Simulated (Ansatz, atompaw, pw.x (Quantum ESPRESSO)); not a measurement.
# From atom to crystal: PAW (atompaw) potential for tantalum (Ta)

Ta (Z = 73), PAW, made with atompaw 4.2.0.5 (PBEsol, scalar-relativistic). Core [Kr] 4d10 4f14, reference 5s2 5p6 5d3 6s2 6p0. Waves: 5s (bound): rc 1.35 bohr; 6s (bound): rc 1.60 bohr; 5p (bound): rc 2.35 bohr; 6p (bound, empty): rc 1.80 bohr; 5d (bound): rc 2.85 bohr; 5d channel at 2.8 Ry: rc 2.85 bohr. Local part: bessel scheme, radius 2.05 bohr. Core correction: smooth core density matched at 2.66 bohr. Augmentation charge: sinc compensation charge, radius 2.55 bohr; PAW radius 2.85 bohr; waves and projectors: custom rrkj vanderbiltortho.

Crystal test: fcc Ta in pw.x 7.5, no spin, 14³ k-points, Fermi–Dirac smearing 0.01 Ry, cutoffs 50/500 Ry. The reference is all-electron LAPW (Ansatz 0.2.0) with the same functional, mesh and smearing; V0 and B0 come from Birch–Murnaghan fits to the pressures at five volumes. Errors are pseudo minus all-electron; Δ is the rms difference of the E(V) curves that follow from these fits, minima aligned, over ±6 % about the mean V0. Mesh and smearing are coarse, so the numbers serve the comparison and aren't converged zero-temperature values; the lattice is a test structure that the element need not adopt.

All-electron: a0 = 4.177 Å (V0 = 18.22 Å³/atom), B0 = 198.7 GPa.

**Question.** How far does the potential miss the all-electron equation of state?

**Answer.** mean pressure error (GPa): +14.97. The pressure does not cross zero within the volumes sampled, so no fit is given. This is a poor potential for the solid.

```csv
V (Å³/atom),P all-electron (GPa),P pseudo (GPa)
17.367,10.42,27.57
17.824,4.57,20.49
18.281,-0.64,14.21
18.738,-5.27,8.61
19.195,-9.40,3.62
```

**Question.** At the middle volume, how do free energy and pressure move when the wave cutoff is lowered (ecutrho held at 500 Ry)?

**Answer.**

```csv
cutoff (Ry),shift of F (meV/atom),shift of P (GPa)
22,+582.2,-9.31
30,+103.2,-3.62
40,+18.4,-0.22
```

The run at the middle volume (104 k-points, 12 iterations) took about 24 s on one core of a shared host (AMD EPYC 7R43 64-Core Processor, 256 threads, 1004 GiB, load 84).
